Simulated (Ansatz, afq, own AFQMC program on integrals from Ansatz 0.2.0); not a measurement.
SiH₄⁻, doublet: AFQMC among the cluster methods

```json
{"atom": "Si", "x (Å)": "-0.0227", "y (Å)": "0.0227", "z (Å)": "0.0226"}
{"atom": "H", "x (Å)": "0.8419", "y (Å)": "0.8908", "z (Å)": "0.8920"}
{"atom": "H", "x (Å)": "-0.8927", "y (Å)": "-0.8442", "z (Å)": "0.8879"}
{"atom": "H", "x (Å)": "-0.8876", "y (Å)": "0.8894", "z (Å)": "-0.8481"}
{"atom": "H", "x (Å)": "1.5717", "y (Å)": "-1.5677", "z (Å)": "-1.5609"}
```

Basis 6-31++G**. Noble-gas cores (and the filled d shells of Ga–Kr and In–Xe) are frozen. Ansatz 0.2.0 and our own AFQMC program on the same integrals; the CISD trial comes from CCSD amplitudes, and released means the phaseless constraint is let go. ± is one standard error of the sampling.

Determinant: UHF, the one that the program's search chose, which needn't be the lowest solution. The geometry is a point of a scan.

No full CI on the walks' own integrals is used here; CCSDT(Q) serves as the reference and is uncertain by about the last step of the cluster series.

Cautions: unrestricted determinant slightly spin contaminated (⟨S²⟩ 0.82 against 0.75).

* T1 diagnostic: 0.0338
* weight of the determinant in the CISD state: 0.880
* ⟨S²⟩ of the determinant: 0.818
* size of the correlated space: 9 electrons in 42 orbitals

Reference: CCSDT(Q), correlation energy -4.038 eV. The released energy is read at 2.40 1/Eh (meV from the phaseless value at times in 1/Eh: -11 ± 7 at 0.24, -16 ± 6 at 0.51, -20 ± 8 at 0.99, -28 ± 9 at 1.62, -15 ± 9 at 2.40).

```tsv
level	E − E(reference) (kJ/mol)	share of correlation (%)
HF	389.6	0.00
MP2	94.6	75.73
CCSD	11.7	96.99
CCSD(T)	2.7	99.30
CCSDT	0.3	99.91
ph-AFQMC/CISD	3.0 ± 0.6	99.24
released AFQMC	1.5 ± 0.9	99.61
```

A walk keeps the symmetry of its determinant, which the program's search chose and which needn't be the lowest solution, so a lower state of the same spin and another symmetry isn't excluded. Released energies are given only where the last usable release times agree within the noise; a slower fall can still hide under it.
